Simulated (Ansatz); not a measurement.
Relaxation of AlClH2O (5 atoms, charge 0, multiplicity 1), to a largest force component of 0.02 eV/Å in at most 40 steps.

All numbers below come from RKS B3LYP-D4/def2-SVP in Ansatz 0.2.0.

```xyz
5
Properties=species:S:1:pos:R:3:forces:R:3
Al 0.000 0.000 0.000 -0.03 0.11 -1.51
H 0.000 0.000 1.560 -0.11 0.03 0.09
O 1.542 0.000 -0.890 -0.98 -2.00 0.51
H 1.841 -0.952 -1.045 -0.31 1.84 0.11
Cl -1.931 0.000 -1.115 1.44 0.01 0.80
```

Problem. Where does it end, and by what steps?

Solution. It converged. After 10 steps the energy has fallen by 0.456 eV; H4 moved furthest, 0.55 Å.

```csv
step,energy less start (eV),largest force component (eV/Å),accepted
0,0.0000,1.995,yes
1,-0.2014,0.927,yes
2,-0.2551,0.481,yes
3,-0.3197,0.612,yes
4,-0.2442,2.573,no
5,-0.3635,0.583,yes
6,-0.4112,0.463,yes
7,-0.4525,0.113,yes
8,-0.4528,0.084,yes
9,-0.4551,0.046,yes
10,-0.4557,0.009,yes
```

```xyz
5
Properties=species:S:1:pos:R:3
Al -0.002 -0.074 0.087
H -0.103 0.233 1.615
O 1.522 -0.421 -0.565
H 1.745 -0.628 -1.477
Cl -1.710 -0.061 -1.151
```

Whether the end is a true minimum wasn't checked by a vibrational analysis.

Time of the run: 19 s on 1 thread of Arm Neoverse V1, on a shared host, peak memory 0.12 GiB.
